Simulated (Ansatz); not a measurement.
in.yaml

```yaml
crystal:
  periodic: [false, false, false]
  atoms:
    - {symbol: B, position_ang: [-0.000273, -0.010883, 0.011026]}
    - {symbol: H, position_ang: [-0.015856, 0.850543, 0.860860]}
    - {symbol: H, position_ang: [-0.017576, -0.700593, 0.709828]}
    - {symbol: H, position_ang: [0.021050, 0.839085, -0.850144]}
    - {symbol: H, position_ang: [0.015310, -0.872308, -0.838807]}
basis:
  gaussian: {orbitals: def2-SVP, point_charges: [{charge: 0.50, position_ang: [3.470, 0.470, 0.662]}]}
total_charge: 1
magnetization: {spin_polarized: true, initial_magnetization: 0}
correlation: {method: ccsdt_q, electrons: outside_noble_gas}
scf: {lower_state_search: off}
```

```sh
$ ansatz run in.yaml --threads 1 --pin off --events-out ev --progress --plain --max-ram 2393MiB
```

The program prints:

```
these checks for a lower state are left out or cut short: stability, starts, cluster_reference, orbital_swaps, neighbouring_geometries, increment
633 factors; integrals over basis functions are off by at most 2.0e-7 eV
mean field evaluation 1: about -718.7148 eV, gradient 8.0e0 eV
mean field evaluation 2: about -718.7144 eV, gradient 8.0e0 eV
mean field evaluation 4: about -719.1089 eV, gradient 2.2e-1 eV
mean field evaluation 8: about -719.1093 eV, gradient 1.3e-6 eV
mean field -719.10925885 eV, -26.4267778331 hartree, gradient 1.3e-6 eV, S^2 0.000000; 0 other end points of the search recorded, 0 dependent functions left out
1 core orbitals not correlated: weight in the atoms' cores, before any rotation towards them, 1.000 or more for the frozen orbitals, at most 0.000 for the correlated occupied ones
reference -719.10925885 eV, -26.4267778331 hartree; 3, 3 occupied and 30, 30 virtual orbitals, 633 factors
second order -2.89738134 eV of doubles, -0.00000000 eV of singles
cycle   1  -3.39071399 eV  change   -4.9e-1 eV  update   5.1e-2
cycle   2  -3.64991468 eV  change   -2.6e-1 eV  update   2.1e-2
cycle   3  -3.64998599 eV  change   -7.1e-5 eV  update   4.5e-3
cycle   4  -3.65178358 eV  change   -1.8e-3 eV  update   1.8e-3
cycle   5  -3.65199850 eV  change   -2.1e-4 eV  update   4.9e-4
cycle   6  -3.65168626 eV  change    3.1e-4 eV  update   1.3e-4
cycle   7  -3.65180757 eV  change   -1.2e-4 eV  update   4.6e-5
cycle   8  -3.65182049 eV  change   -1.3e-5 eV  update   1.3e-5
cycle   9  -3.65180940 eV  change    1.1e-5 eV  update   3.7e-6
cycle  10  -3.65181060 eV  change   -1.2e-6 eV  update   1.1e-6
cycle  11  -3.65181065 eV  change   -5.5e-8 eV  update   3.8e-7
perturbative correction -0.00363522 eV, -0.0001335917 hartree
Total energy: -722.76470472 eV, -26.5611129910 hartree
Checks for a lower state left out: stability, starts, cluster_reference, orbital_swaps, neighbouring_geometries, increment
```

Ran on 1 thread of Intel Xeon Platinum 8375C, shared host: 5.5 s wall, 0.16 GiB peak host memory.
